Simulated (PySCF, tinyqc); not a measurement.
Worked calculation: RHF in the sto-3g basis, for BH, spin multiplicity 1. This run ends on a higher stationary point, not on the lowest solution. The lowest restricted solution is unstable here: a spin-polarised one lies 0.0088 hartree lower (PySCF). One step of it, computed by the program tinyqc.

Task: Iteration 3: diagonalisation and new density. Diagonalise F' = X^T F X, C = X C', fill 3 alpha and 3 beta electrons from the bottom; D = 2 C_occ C_occ^T. Each column has its largest component positive (the first on a tie).

Fock matrix F (hartree):
```
            1B 1s      1B 2s     1B 2px     1B 2py     1B 2pz      2H 1s
1B 1s   -7.633857  -2.249551   0.000000   0.000000   0.008087  -0.136885
1B 2s   -2.249551  -0.813554   0.000000   0.000000   0.028034  -0.200106
1B 2px   0.000000   0.000000   0.144834  -0.023893   0.000000   0.000000
1B 2py   0.000000   0.000000  -0.023893  -0.281119   0.000000   0.000000
1B 2pz   0.008087   0.028034   0.000000   0.000000   0.126480  -0.160652
2H 1s   -0.136885  -0.200106   0.000000   0.000000  -0.160652  -0.032096
```

X:
```
            1B 1s      1B 2s    1B 2px    1B 2py     1B 2pz      2H 1s
1B 1s    1.029243  -0.144147  0.000000  0.000000  -0.003551   0.015419
1B 2s   -0.144147   1.048232  0.000000  0.000000   0.023152  -0.116914
1B 2px   0.000000   0.000000  1.000000  0.000000   0.000000   0.000000
1B 2py   0.000000   0.000000  0.000000  1.000000   0.000000   0.000000
1B 2pz  -0.003551   0.023152  0.000000  0.000000   1.027494  -0.139662
2H 1s    0.015419  -0.116914  0.000000  0.000000  -0.139662   1.046044
```

Give: F' = X^T F X; orbital energies; coefficients C; D after iteration 3.

Result:

F' = X^T F X (hartree):
```
         1        2        3        4        5        6
1  -7.4397  -1.2082   0.0000   0.0000  -0.0072   0.0239
2  -1.2082  -0.3265   0.0000   0.0000   0.0706  -0.1659
3   0.0000   0.0000   0.1448  -0.0239   0.0000   0.0000
4   0.0000   0.0000  -0.0239  -0.2811   0.0000   0.0000
5  -0.0072   0.0706   0.0000   0.0000   0.1813  -0.1990
6   0.0239  -0.1659   0.0000   0.0000  -0.1990   0.0549
```

orbital energies (hartree): MO1 -7.6393, MO2 -0.2825, MO3 -0.2322, MO4 -0.0357, MO5 0.1462, MO6 0.3771

coefficients C:
```
            MO1     MO2      MO3      MO4      MO5      MO6
1B 1s    0.9920  0.0000  -0.2438   0.1601   0.0000  -0.1061
1B 2s    0.0286  0.0000   0.7963  -0.5740   0.0000   0.4115
1B 2px   0.0000  0.0558   0.0000   0.0000   0.9984   0.0000
1B 2py   0.0000  0.9984   0.0000   0.0000  -0.0558   0.0000
1B 2pz  -0.0004  0.0000   0.0774   0.5988   0.0000   0.8433
2H 1s   -0.0033  0.0000   0.4788   0.5435   0.0000  -0.7765
```

D after iteration 3:
```
          1B 1s    1B 2s  1B 2px  1B 2py   1B 2pz    2H 1s
1B 1s    2.0870  -0.3316  0.0000  0.0000  -0.0384  -0.2401
1B 2s   -0.3316   1.2699  0.0000  0.0000   0.1232   0.7624
1B 2px   0.0000   0.0000  0.0062  0.1115   0.0000   0.0000
1B 2py   0.0000   0.0000  0.1115  1.9938   0.0000   0.0000
1B 2pz  -0.0384   0.1232  0.0000  0.0000   0.0120   0.0741
2H 1s   -0.2401   0.7624  0.0000  0.0000   0.0741   0.4585
```
